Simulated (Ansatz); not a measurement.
# [Cl···H···O], triplet along the distance Cl1-H2

Starting geometry:

```xyz
3

Cl    0.0000    0.0000   -1.2963
H     0.0000    0.0000   -0.0175
O     0.0000    0.0000    1.3137
```

From there H2 is moved from one fragment to the other while all else, the fragments' distance too, stays fixed, so the hump isn't the reaction's barrier; atoms are numbered as listed. Energies are in kcal/mol, counted from the starting geometry at the same level.

Basis cc-pVTZ; Ansatz 0.2.0. Only valence electrons are correlated (noble-gas cores frozen). R marks a restricted (for open shells ROHF) determinant, U an unrestricted one.

Coupled cluster chose its determinant by trial CCSD, here up to 0.09 eV above the lowest Hartree–Fock solution of its kind, and MP2 stands on that determinant too.

Full CI isn't at hand for all of this; UCCSDT(Q) serves as the reference, and is uncertain by about the last step of the cluster series.

```
distance Cl1-H2 (Å)  UMP2
              1.279   0.0
              1.328   1.0
              1.425   3.3
              1.523   1.7
              1.620  -1.2
```

Problem. Estimate the UCCSDT(Q) curve in cc-pVTZ from this one, knowing how UMP2 errs.

Solution. The computed UCCSDT(Q) values, in kcal/mol from the starting point, and the error of UMP2 against them:
```json
{"distance Cl1-H2 (Å)": "1.279", "UCCSDT(Q)": "0.0", "UMP2 less UCCSDT(Q)": "0.0"}
{"distance Cl1-H2 (Å)": "1.328", "UCCSDT(Q)": "0.2", "UMP2 less UCCSDT(Q)": "0.7"}
{"distance Cl1-H2 (Å)": "1.425", "UCCSDT(Q)": "1.2", "UMP2 less UCCSDT(Q)": "2.1"}
{"distance Cl1-H2 (Å)": "1.523", "UCCSDT(Q)": "0.3", "UMP2 less UCCSDT(Q)": "1.4"}
{"distance Cl1-H2 (Å)": "1.620", "UCCSDT(Q)": "-1.1", "UMP2 less UCCSDT(Q)": "-0.1"}
```

The error spans 2.2 kcal/mol and is largest, 2.1 kcal/mol, at 1.425 Å.
